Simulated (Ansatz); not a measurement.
Single points on BH3.

```yaml
crystal:
  periodic: [false, false, false]
  atoms:
    - {symbol: B, position_ang: [-0.000006, 0.000002, 0.000043]}
    - {symbol: H, position_ang: [1.191638, -0.031167, 0.015154]}
    - {symbol: H, position_ang: [-0.568680, 1.047589, -0.019586]}
    - {symbol: H, position_ang: [-0.622963, -1.016425, 0.004389]}
basis:
  gaussian: {orbitals: def2-SVP, initial_orbitals: start.molden}
hamiltonian: {xc: pbe, dispersion: d4}
scf: {omitted_lower_state_checks: [starts]}
output: {orbitals: {seedname: orbitals}}
```

The file start.molden holds the orbitals of an earlier run on this structure, at another level or in another basis.

```sh
$ ansatz run in.yaml --threads 2 --pin off --events-out ev --progress --plain --max-ram 4352MiB
```

Shortened log:

```
Functional definition: PBE
328 factors; their error is unknown
mean field evaluation 1: about -721.6185 eV, gradient 2.6e0 eV
mean field evaluation 2: about -721.6381 eV, gradient 1.9e-2 eV
mean field evaluation 4: about -721.6294 eV, gradient 1.2e-5 eV
mean field -721.62936158 eV, -26.5193899002 hartree, gradient 1.3e-5 eV, S^2 0.000000; 0 other end points of the search recorded, 0 dependent functions left out
reference -721.62938741 eV, -26.5193908493 hartree; 4, 4 occupied and 25, 25 virtual orbitals, 328 factors
Total energy: -721.64612882 eV, -26.5200060847 hartree
Checks for a lower state left out: starts
```

Run time 0.2 s (2 threads of Intel Xeon Platinum 8259CL on a shared host).

First input, but with `hamiltonian: {xc: pbe0, dispersion: d4}` (abridged; 0.2 s):

```
Functional definition: PBE0
mean field -722.05216900 eV, -26.5349277861 hartree, gradient 2.7e-5 eV, S^2 0.000000
Total energy: -722.06571029 eV, -26.5354254196 hartree
Checks for a lower state left out: starts
```

As the first input, with `gaussian: {orbitals: def2-TZVP, initial_orbitals: start.molden}`, `hamiltonian: {xc: {name: r2SCAN0}, dispersion: d4}` (abridged; 0.55 s):

```
Functional definition: r2SCAN0
mean field -723.46508698 eV, -26.5868515643 hartree, gradient 7.6e-5 eV, S^2 0.000000
Total energy: -723.46947288 eV, -26.5870127431 hartree
Checks for a lower state left out: starts
```

First input, but with `gaussian: {orbitals: def2-TZVP, initial_orbitals: start.molden}`, `hamiltonian: {xc: hse06, dispersion: d4}` (abridged; 0.35 s):

```
Functional definition: HSE06
mean field -722.82197183 eV, -26.5632175183 hartree, gradient 3.3e-5 eV, S^2 0.000000
Total energy: -722.83427806 eV, -26.5636697641 hartree
Checks for a lower state left out: starts
```

The first input with `gaussian: {orbitals: def2-TZVP, initial_orbitals: start.molden}`, `hamiltonian: {xc: {name: PBE-QIDH}}` and without the key `output` (abridged; 0.55 s):

```
Functional definition: PBE-QIDH
mean field -721.68879249 eV, -26.5215739456 hartree, gradient 2.1e-6 eV, S^2 0.000000
1 core orbitals not correlated: weight in the atoms' cores, before any rotation towards them, 1.000 or more for the frozen orbitals, at most 0.000 for the correlated occupied ones
second order -3.25630384 eV of doubles, -0.00000000 eV of singles
Total energy: -722.77423739 eV, -26.5614633103 hartree
Checks for a lower state left out: starts
```

First input, but with `gaussian: {orbitals: def2-TZVP, initial_orbitals: start.molden}`, `hamiltonian: {xc: {name: B2PLYP}}` and without the key `output` (abridged; 0.45 s):

```
Functional definition: B2PLYP
mean field -722.28574233 eV, -26.5435114479 hartree, gradient 2.6e-6 eV, S^2 0.000000
1 core orbitals not correlated: weight in the atoms' cores, before any rotation towards them, 1.000 or more for the frozen orbitals, at most 0.000 for the correlated occupied ones
second order -3.49777271 eV of doubles, -0.00000000 eV of singles
Total energy: -723.23026217 eV, -26.5782219117 hartree
Checks for a lower state left out: starts
```

First input, but with `gaussian: {orbitals: def2-TZVP, initial_orbitals: start.molden}`, `hamiltonian: {xc: {name: CAM-B3LYP}, dispersion: d4}` (abridged; 0.35 s):

```
Functional definition: CAM-B3LYP
mean field -723.59193358 eV, -26.5915130907 hartree, gradient 3.5e-5 eV, S^2 0.000000
Total energy: -723.60516444 eV, -26.5919993159 hartree
Checks for a lower state left out: starts
```

Geometry: r2SCAN-D4/def2-TZVP.

HSE06 is defined as in plane-wave codes, on full-range PBE exchange. Correlated methods freeze 1 core orbital.
